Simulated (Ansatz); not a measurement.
Zinc-blende MgS (metastable phase) was calculated with PBE0 (PAW; Ansatz, an electronic-structure program).

Settings: plane-wave cutoff 460 eV, 8×8×8 k mesh, Fermi–Dirac smearing 0.01 eV, scalar-relativistic PAW data made under PBE.

The cell has the measured lattice parameters. Conventional cell: a = 5.6220 Å, b = 5.6220 Å, c = 5.6220 Å, α = 90.00°, β = 90.00°, γ = 90.00°.

```yaml
crystal:
  lattice:
    - [0.00000, -2.81100, 2.81100]
    - [2.81100, -2.81100, 0.00000]
    - [2.81100, 0.00000, 2.81100]
  atoms:
    - { symbol: Mg, position: [0.00000, 0.00000, 0.00000] }
    - { symbol: S, position: [0.25000, 0.25000, 0.25000] }
```

Problem. List the 5 lowest band energies at Γ above −25 eV (eV, relative to the valence band maximum), grouping those that round alike.

Solution. At Γ: -12.55, 0.00 (×3), 5.32.

Note: the run warned that its exchange threshold was loose for the stress; cell and atoms aren't relaxed at this level (pressure 1.3 GPa).
